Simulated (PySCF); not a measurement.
## Carbon: a sound run and one with changed settings

Sound run: C [He] 2s2 2p2, C⁺ [He] 2s2 2p1. Computed with PySCF 2.14 in aug-cc-pVDZ (4s3p2d, 23 functions), with the non-relativistic Hamiltonian (point nucleus). In the sound run the correlated levels freeze 1s2. The sound run starts from symmetry-adapted Hartree-Fock orbitals and uses a fine grid where one is needed.

A second run was set up differently.

```
species   method  sound run (hartree)  changed run (hartree)  converged
      C      UHF            -37.68776              -37.19839        yes
      C   r2SCAN            -37.82774              -37.32966        yes
      C    M06-L            -37.84291              -37.33238        yes
      C      MP2            -37.74146              -37.20823        yes
      C  CCSD(T)            -37.76487              -37.21862        yes
     C⁺      UHF            -37.29025              -36.87037        yes
     C⁺   r2SCAN            -37.39801              -36.97170        yes
     C⁺    M06-L            -37.42024              -36.98167        yes
     C⁺      MP2            -37.33191              -36.89090        yes
     C⁺  CCSD(T)            -37.35820              -36.91145        yes
```

Ionisation energy of C:

| method | sound run (eV) | changed run (eV) |
| --- | --- | --- |
| UHF | 10.817 | 8.926 |
| r2SCAN | 11.694 | 9.741 |
| M06-L | 11.501 | 9.543 |
| MP2 | 11.145 | 8.635 |
| SCS-MP2 | 11.036 | 8.577 |
| CCSD | 11.050 | 8.359 |
| CCSD(T) | 11.066 | 8.359 |

Task: What was changed?
A. too few SCF iterations
B. a valence shell is frozen
C. angular grid far too coarse
D. minimal basis

Result: D. It used basis STO-3G. A minimal basis cannot let orbitals breathe on ionisation and holds almost no correlation.
